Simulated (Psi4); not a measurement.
**Si3H8 (trisilane) in Psi4**

Wanted: a single-point energy of Si3H8 (trisilane).

The results are computed with Psi4 1.11.

3 further runs of the same task are left out: 1 that didn't finish, 2 set aside as unsound or not needed.

## (1) Starting point

Si3H8: 11 atoms, total charge 0, spin state singlet. As SMILES, `[SiH3][SiH2][SiH3]`. The coordinates come from a PBE0-D4/def2-TZVP relaxation.

Bond lengths: Si1–Si2 2.338 Å, Si2–Si3 2.338 Å, Si1–H4 1.488 Å, Si1–H5 1.488 Å, Si1–H6 1.488 Å, Si2–H7 1.490 Å, Si2–H8 1.490 Å, Si3–H9 1.488 Å, Si3–H10 1.488 Å, Si3–H11 1.488 Å. Some angles: Si1–Si2–Si3 110.4°, Si1–Si2–H7 109.6°, Si1–Si2–H8 109.6°, Si3–Si2–H7 109.6°, Si3–Si2–H8 109.6°, Si2–Si1–H4 111.2°, Si2–Si1–H5 109.8°, Si2–Si1–H6 109.8°, Si2–Si3–H9 109.8°, Si2–Si3–H10 109.8°.

## (2) The job

File job.inp:

```
memory 1.6 GB

molecule system {
  0 1
  Si    -1.292570     1.366730    -0.525270
  Si    -0.462570    -0.807300    -0.296320
  Si     1.631930    -0.774400     0.742750
  H     -2.625850     1.367720    -1.185120
  H     -0.354030     2.180440    -1.344070
  H     -1.422540     2.000090     0.814640
  H     -0.343400    -1.440160    -1.640160
  H     -1.410380    -1.620800     0.516390
  H      1.515950    -0.154940     2.090430
  H      2.583820     0.031780    -0.068050
  H      2.179610    -2.149160     0.894770
  symmetry c1
}

set globals {
  puream               true
  scf_type             cd
  dft_radial_points    99
  dft_spherical_points 590
  cholesky_tolerance   1e-05
}

E = energy("scan/def2-SVP")
print_variables()
```

Launch:

```console
$ psi4 -i job.inp -o job.out -n 1
```

job.out:

```text
Psi4 1.11 release

   => Loading Basis Set <=

    Name: DEF2-SVP
    Role: ORBITAL
    Keyword: BASIS

         ---------------------------------------------------------
                                   SCF
                              RKS Reference
                        1 Threads,   1525 MiB Core
         ---------------------------------------------------------

  ==> Geometry <==

    Molecular point group: c1
    Full point group: C1

    Geometry (in Angstrom), charge = 0, multiplicity = 1:

       Center              X                  Y                   Z               Mass
    ------------   -----------------  -----------------  -----------------  -----------------
         SI          -1.256448996121     1.429751358262    -0.502156879861    27.976926534650
         SI          -0.426448996121    -0.744278641738    -0.273206879861    27.976926534650
         SI           1.668051003879    -0.711378641738     0.765863120139    27.976926534650
         H           -2.589728996121     1.430741358262    -1.162006879861     1.007825032230
         H           -0.317908996121     2.243461358262    -1.320956879861     1.007825032230
         H           -1.386418996121     2.063111358262     0.837753120139     1.007825032230
         H           -0.307278996121    -1.377138641738    -1.617046879861     1.007825032230
         H           -1.374258996121    -1.557778641738     0.539503120139     1.007825032230
         H            1.552071003879    -0.091918641738     2.113543120139     1.007825032230
         H            2.619941003879     0.094801358262    -0.044936879861     1.007825032230
         H            2.215731003879    -2.086138641738     0.917883120139     1.007825032230

  Running in c1 symmetry.

  Rotational constants: A =      0.30340  B =      0.06740  C =      0.05852 [cm^-1]
  Rotational constants: A =   9095.55753  B =   2020.46162  C =   1754.38262 [MHz]
  Nuclear repulsion =  193.117837117706443

  Charge       = 0
  Multiplicity = 1
  Electrons    = 50
  Nalpha       = 25
  Nbeta        = 25

  ==> Algorithm <==

  SCF Algorithm Type is CD.
  DIIS enabled.
  MOM disabled.
  Fractional occupation disabled.
  Guess Type is SAD.
  Energy threshold   = 1.00e-06
  Density threshold  = 1.00e-06
  Integral threshold = 1.00e-12

  ==> Primary Basis <==

  Basis Set: DEF2-SVP
    Blend: DEF2-SVP
    Number of shells: 48
    Number of basis functions: 94
    Number of Cartesian functions: 97
    Spherical Harmonics?: true
    Max angular momentum: 2

  ==> DFT Potential <==

   => LibXC <=

    Version 7.1.2

   => Composite Functional: SCAN <=

    Deriv               =              1
    GGA                 =           TRUE
    Meta                =           TRUE

    Exchange Hybrid     =          FALSE
    MP2 Hybrid          =          FALSE

   => Exchange Functionals <=

    1.0000   XC_MGGA_X_SCAN

   => Correlation Functionals <=

    1.0000   XC_MGGA_C_SCAN

   => LibXC Density Thresholds  <==

    XC_MGGA_C_SCAN:  1.00E-15
    XC_MGGA_X_SCAN:  1.00E-15

   => Molecular Quadrature <=

    Radial Scheme          =       TREUTLER
    Pruning Scheme         =           NONE
    Nuclear Scheme         =       TREUTLER

    Blocking Scheme        =         OCTREE
    BS radius alpha        =              1
    Pruning alpha          =              1
    Radial Points          =             99
    Spherical Points       =            590
    Total Points           =         607212
    Total Blocks           =           4280
    Max Points             =            256
    Max Functions          =             92
    Weights Tolerance      =       1.00E-15

  ==> Integral Setup <==

RuntimeError:
Fatal Error: Disk algorithm for CD JK not implemented.

Printing out the relevant lines from the Psithon --> Python processed input file:
    core.set_global_option("PUREAM", "true")
    core.set_global_option("SCF_TYPE", "cd")
    core.set_global_option("DFT_RADIAL_POINTS", 99)
    core.set_global_option("DFT_SPHERICAL_POINTS", 590)
    core.set_global_option("CHOLESKY_TOLERANCE", 1e-05)
--> E = energy("scan/def2-SVP")
    print_variables()

!----------------------------------------------------------------------------------!
!                                                                                  !
! Fatal Error: Disk algorithm for CD JK not implemented.                           !
!                                                                                  !
!----------------------------------------------------------------------------------!

    Psi4 run time: 0:00:01.67
```

Run time: 3.3 s. Hardware: 1 thread of Intel Xeon at 2.70GHz, shared host; peak memory 0.23 GiB.

## (3) What went wrong

The job stopped with an error part of the way.

The log says `Fatal Error: Disk algorithm for CD JK not implemented.`. To mend it: integral approximation def2-universal-jfit in place of cd 1e-5. As typed, the program can't run this.
